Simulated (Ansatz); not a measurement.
# BNH₃ radical (SMILES B[NH]): one structure at several levels

How do the functionals fare away from a minimum? The structure is a structure displaced at random from a GFN2-xTB minimum.

Program: Ansatz 0.2.0, Gaussian basis. Level of theory: single points in def2-TZVPP. These are calculated values, not measurements.

Cores are frozen in the correlated methods. Orbitals are unrestricted.

## (1) The system as given

5 atoms, charge 0, spin multiplicity 2.

Atoms are counted from 1 here; the program's logs count them from 0.

Bond lengths: B1–N2 1.278 Å, B1–H3 1.138 Å, B1–H4 1.155 Å, N2–H5 0.935 Å. Angles: N2–B1–H3 119.1°, N2–B1–H4 122.5°, H3–B1–H4 118.4°, B1–N2–H5 152.1°.

Geometry (Å):

```xyz
5
charge 0, multiplicity 2
B    -0.3052   -0.3317   -0.1001
N     0.5248    0.6404   -0.0792
H    -0.4090   -0.9907    0.8220
H    -0.9783   -0.5532   -1.0116
H     1.1671    1.1702    0.3472
```

## (2) CCSD(T)/def2-TZVPP

run/in.yaml reads:

```yaml
crystal:
  periodic: [false, false, false]
  atoms:
    - {symbol: B, position_ang: [-0.305200, -0.331700, -0.100100]}
    - {symbol: N, position_ang: [0.524800, 0.640400, -0.079200]}
    - {symbol: H, position_ang: [-0.409000, -0.990700, 0.822000]}
    - {symbol: H, position_ang: [-0.978300, -0.553200, -1.011600]}
    - {symbol: H, position_ang: [1.167100, 1.170200, 0.347200]}
basis:
  gaussian: {orbitals: def2-TZVPP}
magnetization: {spin_polarized: true, initial_magnetization: 1}
correlation: {method: ccsd_t}
scf: {omitted_lower_state_checks: [cluster_reference]}
output: {forces: true}
```

No record of the launch command was kept for these runs.

## (3) PBE0-D4/def2-TZVPP

Changes to run/in.yaml since step 2:

```diff
@@ -11,4 +11,3 @@
 magnetization: {spin_polarized: true, initial_magnetization: 1}
-correlation: {method: ccsd_t}
-scf: {omitted_lower_state_checks: [cluster_reference]}
-output: {forces: true}
+hamiltonian: {xc: pbe0, dispersion: d4}
+output: {forces: true, orbitals: {seedname: orbitals}}
```

## (4) wB97M-V/def2-TZVPP

Changes to run/in.yaml since step 3:

```diff
@@ -11,3 +11,3 @@
 magnetization: {spin_polarized: true, initial_magnetization: 1}
-hamiltonian: {xc: pbe0, dispersion: d4}
-output: {forces: true, orbitals: {seedname: orbitals}}
+hamiltonian: {xc: {name: wB97M-V}}
+output: {forces: true}
```

## (5) r2SCAN-D4/def2-TZVPP

Changes to run/in.yaml since step 4:

```diff
@@ -11,3 +11,3 @@
 magnetization: {spin_polarized: true, initial_magnetization: 1}
-hamiltonian: {xc: {name: wB97M-V}}
+hamiltonian: {xc: r2scan, dispersion: d4}
 output: {forces: true}
```

## (6) PBE-D4/def2-TZVPP

Changes to run/in.yaml since step 5:

```diff
@@ -11,3 +11,3 @@
 magnetization: {spin_polarized: true, initial_magnetization: 1}
-hamiltonian: {xc: r2scan, dispersion: d4}
+hamiltonian: {xc: pbe, dispersion: d4}
 output: {forces: true}
```

## (7) BLYP-D4/def2-TZVPP

Changes to run/in.yaml since step 6:

```diff
@@ -11,3 +11,3 @@
 magnetization: {spin_polarized: true, initial_magnetization: 1}
-hamiltonian: {xc: pbe, dispersion: d4}
+hamiltonian: {xc: {name: BLYP}, dispersion: d4}
 output: {forces: true}
```

## (8) r2SCANh-D4/def2-TZVPP

Changes to run/in.yaml since step 7:

```diff
@@ -11,3 +11,3 @@
 magnetization: {spin_polarized: true, initial_magnetization: 1}
-hamiltonian: {xc: {name: BLYP}, dispersion: d4}
+hamiltonian: {xc: {name: r2SCANh}, dispersion: d4}
 output: {forces: true}
```

(Steps that only read results are left out.)

Q: Predict the outcome of this session. Wanted: energy less free atoms, CCSD(T)/def2-TZVPP; RMS force component; RMS force error; HOMO and LUMO, PBE0-D4; T1 diagnostic.

As calculated:

```
                                  quantity                                                                                              value
energy less free atoms, CCSD(T)/def2-TZVPP                                                                                    -359.4 kcal/mol
                       RMS force component                                                               1.282 to 1.419 eV/Å over the methods
                           RMS force error  PBE0-D4 0.293, wB97M-V 0.217, r2SCAN-D4 0.302, PBE-D4 0.435, BLYP-D4 0.356, r2SCANh-D4 0.269 eV/Å
                    HOMO and LUMO, PBE0-D4                                                                                 -7.95 and -3.23 eV
                             T1 diagnostic                                                                                              0.030
```

Against CCSD(T) the functionals' energies less atoms differ by -27.3 to -17.7 kcal/mol, PBE-D4 by -27.3 kcal/mol. CCSD(T) in triple zeta still lacks some correlation energy of the bonds, so part of these gaps is its own basis error and they don't rank the functionals. The forces of wB97M-V come nearest to CCSD(T), those of PBE-D4 are farthest. Frozen-core CCSD(T) forces in triple zeta carry basis errors of their own, and this is one geometry, so small gaps rank nothing.
